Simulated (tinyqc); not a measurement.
Worked calculation (part 3 of 3): UHF in the sto-6g basis, for CH2, spin multiplicity 3. Computed by tinyqc, a small Python program that keeps every step (integrals from PySCF). Command: `OMP_NUM_THREADS=1 python tinyqc.py 24299 24300 out.jsonl` (the two numbers bound the seeds that draw the settings). One thread of a shared host (Intel(R) Xeon(R) Processor @ 2.60GHz), about 0.3 s of CPU time with the checks.

Geometry (angstrom):
```
atom         x          y         z
C     0.000000   0.000000  0.000000
H     0.000000   0.885000  0.605000
H     0.000000  -0.866000  0.592000
```

## Convergence

Stop when the energy changes by less than 1e-10 hartree and every element of the error matrix X^T (F D S - S D F) X (for each spin) is below 3e-06.

Course of the cycle:
```
iteration   E (hartree)     change  largest element of the error matrix
1          -39.09533208          -                             6.49e-01
2          -38.78900778   3.06e-01                             7.93e-02
3          -38.80537608  -1.64e-02                             2.74e-02
4          -38.80943832  -4.06e-03                             1.11e-02
5          -38.81028881  -8.50e-04                             4.05e-03
6          -38.81036613  -7.73e-05                             3.31e-04
7          -38.81036689  -7.59e-07                             6.61e-05
8          -38.81036694  -4.83e-08                             1.46e-05
9          -38.81036694  -1.48e-09                             7.73e-06
10         -38.81036694  -5.76e-10                             1.34e-06
11         -38.81036694  -2.83e-11                             1.66e-07
```

PySCF UHF in the same basis, after a stability check = -38.81036694 hartree

Converged in 11 iterations.

## Populations, bond orders and dipole

D(alpha) after iteration 11, order 1C 1s, 1C 2s, 1C 2px, 1C 2py, 1C 2pz, 2H 1s, 3H 1s:
$$\begin{pmatrix}
1.050873 & -0.194589 & 0.000000 & -0.000099 & 0.062521 & -0.034592 & -0.035557 \\
-0.194589 & 0.807468 & 0.000000 & 0.003017 & -0.346116 & 0.055984 & 0.054354 \\
0.000000 & 0.000000 & 1.000000 & 0.000000 & 0.000000 & 0.000000 & 0.000000 \\
-0.000099 & 0.003017 & 0.000000 & 0.352164 & -0.000367 & 0.240776 & -0.239525 \\
0.062521 & -0.346116 & 0.000000 & -0.000367 & 0.676530 & 0.203522 & 0.202776 \\
-0.034592 & 0.055984 & 0.000000 & 0.240776 & 0.203522 & 0.265842 & -0.062447 \\
-0.035557 & 0.054354 & 0.000000 & -0.239525 & 0.202776 & -0.062447 & 0.264332
\end{pmatrix}$$

D(beta) after iteration 11, order 1C 1s, 1C 2s, 1C 2px, 1C 2py, 1C 2pz, 2H 1s, 3H 1s:
$$\begin{pmatrix}
1.027281 & -0.082088 & 0.000000 & 0.000450 & -0.032403 & -0.066917 & -0.068091 \\
-0.082088 & 0.284897 & 0.000000 & 0.000652 & 0.102271 & 0.181878 & 0.180235 \\
0.000000 & 0.000000 & 0.000000 & 0.000000 & 0.000000 & 0.000000 & 0.000000 \\
0.000450 & 0.000652 & 0.000000 & 0.246389 & -0.000136 & 0.239164 & -0.236964 \\
-0.032403 & 0.102271 & 0.000000 & -0.000136 & 0.036722 & 0.064975 & 0.065103 \\
-0.066917 & 0.181878 & 0.000000 & 0.239164 & 0.064975 & 0.347683 & -0.114719 \\
-0.068091 & 0.180235 & 0.000000 & -0.236964 & 0.065103 & -0.114719 & 0.342957
\end{pmatrix}$$

overlap S, order 1C 1s, 1C 2s, 1C 2px, 1C 2py, 1C 2pz, 2H 1s, 3H 1s:
$$\begin{pmatrix}
1.000000 & 0.243228 & 0.000000 & 0.000000 & 0.000000 & 0.067212 & 0.070810 \\
0.243228 & 1.000000 & 0.000000 & 0.000000 & 0.000000 & 0.501738 & 0.515160 \\
0.000000 & 0.000000 & 1.000000 & 0.000000 & 0.000000 & 0.000000 & 0.000000 \\
0.000000 & 0.000000 & 0.000000 & 1.000000 & 0.000000 & 0.390729 & -0.396917 \\
0.000000 & 0.000000 & 0.000000 & 0.000000 & 1.000000 & 0.267109 & 0.271333 \\
0.067212 & 0.501738 & 0.000000 & 0.390729 & 0.267109 & 1.000000 & 0.177020 \\
0.070810 & 0.515160 & 0.000000 & -0.396917 & 0.271333 & 0.177020 & 1.000000
\end{pmatrix}$$

Mulliken: Z minus the diagonal of D S on the atom; Loewdin: the same with S^(1/2) D S^(1/2); Mayer order: 2 sum_s sum (D(s) S)_ij (D(s) S)_ji over the two atoms.

Charges (e):
```
atom   Mulliken    Loewdin  Mulliken spin
1C    -0.094821  -0.043180       2.189490
2H     0.046071   0.021073      -0.095944
3H     0.048751   0.022107      -0.093546
```

Mayer bond orders:
```
pair     order
2-1   0.983301
3-1   0.983501
3-2   0.005372
```

dipole moment about the origin, x y z (debye): [0.000000, -0.001272, 0.194479]

<S^2> of the determinant (pure state: 2) = 2.013307
